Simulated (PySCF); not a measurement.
# CH2S: the cost of one run

Program: PySCF 2.14.0. Level of theory: levels as typed in each script, gas phase, geometry from GFN2-xTB. These are calculated values, not measurements.

## 1. Starting geometry

SMILES `C=S`, 4 atoms, charge 0, spin multiplicity 1.

Bond lengths: C1–S2 1.605 Å, C1–H3 1.082 Å, C1–H4 1.082 Å. Angles: S2–C1–H3 121.6°, S2–C1–H4 121.6°, H3–C1–H4 116.8°.

As a file:

```
atom    x (Å)    y (Å)   z (Å)
  C1   1.0229   0.0000  0.0000
  S2  -0.5823   0.0000  0.0000
  H3   1.5898   0.9220  0.0000
  H4   1.5898  -0.9220  0.0000
```

## 2. Excited states (B3LYP/6-311+g**)

input.py

```python
import numpy as np
from pyscf import gto, scf, dft, tdscf
from pyscf.scf import atom_ks, atom_hf
from scipy.linalg import block_diag

def solve(mol, dm0=None, hcore=None):
    mf = (dft.UKS if mol.spin else dft.RKS)(mol, xc='b3lyp')
    mf.grids.level = 3
    mf = mf.density_fit(auxbasis='def2-universal-jkfit')
    mf.conv_tol, mf.max_cycle = 1e-8, 80
    if hcore is not None:
        mf.get_hcore = lambda *args: hcore
    mf.kernel(dm0)
    if not mf.converged:
        mf = mf.newton().run(mf.mo_coeff, mf.mo_occ, max_cycle=30)
    assert mf.converged, 'SCF not converged'
    return mf

mol = gto.M(atom='''
C      1.02294     0.00000     0.00000
S     -0.58233     0.00000     0.00000
H      1.58978     0.92204     0.00000
H      1.58978    -0.92203     0.00000
''', basis='6-311+g**', charge=0, spin=0, verbose=4)
mf = solve(mol)
td = mf.TDA()
td.nstates, td.singlet, td.conv_tol = 6, True, 1e-5
td.kernel()
td.analyze()
x, y = np.array([p[0] for p in td.xy]), np.array([p[1] + 0 * p[0] for p in td.xy])
f, mu = td.oscillator_strength(), td.transition_dipole()
nto = [td.get_nto(state=i + 1, verbose=4) for i in range(len(td.e))]
# spherically averaged free atoms, for the promolecule
atm = atom_ks.get_atm_nrks(mol, xc='b3lyp')
pro = block_diag(*[(atm[a[0]][2] * atm[a[0]][3]) @ atm[a[0]][2].T for a in mol._atom])
np.savez('result.npz', e=td.e, f=f, ok=td.converged, w=[n[0] for n in nto], nto=[n[1] for n in nto], x=x, y=y, c=mf.mo_coeff, occ=mf.mo_occ, eps=mf.mo_energy, pro=pro, mu=mu)
```

Command:

```bash
$ OMP_NUM_THREADS=1 python input.py
```

**Question.** How long does this run take on 1 thread of Arm Neoverse V1, shared host, and how much memory does it need?

About 41 s, with a peak of 0.32 GiB.
